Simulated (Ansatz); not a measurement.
C$_{3}$H$_{2}$S$_{3}$, SMILES `S=c1sccs1`, 8 atoms. Charge 0, multiplicity 1. All runs use 4 threads of an Arm Neoverse V1 on a shared host. Correlated methods freeze the cores.

(1) Give the basis size and wall time and peak host memory of each of these runs in Ansatz. direct RPA on PBE orbitals/def2-TZVPP energy; RHF-CCSD(T)/def2-SVP energy; RKS PBE-QIDH (frozen core)/def2-TZVPP energy; RKS ωB97M-V/def2-SVP energy; RKS PBE0-D4/def2-TZVP frequencies; RKS PBE0-D4/def2-SVP energy; RKS ωB97M-V/def2-QZVPP energy; RHF-CCSD(T)/def2-TZVPP energy; RKS B2PLYP (frozen core)/def2-TZVPP energy; RKS ωB97M-V/def2-TZVPP energy and forces; RKS PBE0-D4/def2-TZVP relaxation (5 steps); RKS PBE0-D4/def2-QZVPP energy. (Estimate.)

Results:

(1) Computed: Other jobs shared the machine, so times are rough.

| level | job | functions | wall time | peak host memory (GiB) |
| --- | --- | --- | --- | --- |
| RKS PBE0-D4/def2-SVP | energy | 106 | 1.2 s | 0.22 |
| RHF-CCSD(T)/def2-SVP | energy | 106 | 4.1 s | 0.43 |
| direct RPA on PBE orbitals/def2-TZVPP | energy | 247 | 4.9 s | 0.6 |
| RKS ωB97M-V/def2-SVP | energy | 106 | 5.5 s | 0.34 |
| RKS B2PLYP (frozen core)/def2-TZVPP | energy | 247 | 6.5 s | 0.68 |
| RKS PBE-QIDH (frozen core)/def2-TZVPP | energy | 247 | 7 s | 0.68 |
| RKS PBE0-D4/def2-QZVPP | energy | 441 | 9.5 s | 1.9 |
| RKS ωB97M-V/def2-TZVPP | energy and forces | 247 | 13 s | 1 |
| RKS ωB97M-V/def2-QZVPP | energy | 441 | 22 s | 2.2 |
| RKS PBE0-D4/def2-TZVP | relaxation (5 steps) | 216 | 26 s | 0.68 |
| RHF-CCSD(T)/def2-TZVPP | energy | 247 | 2.1 min | 4.8 |
| RKS PBE0-D4/def2-TZVP | frequencies | 216 | 2.6 min | 0.7 |
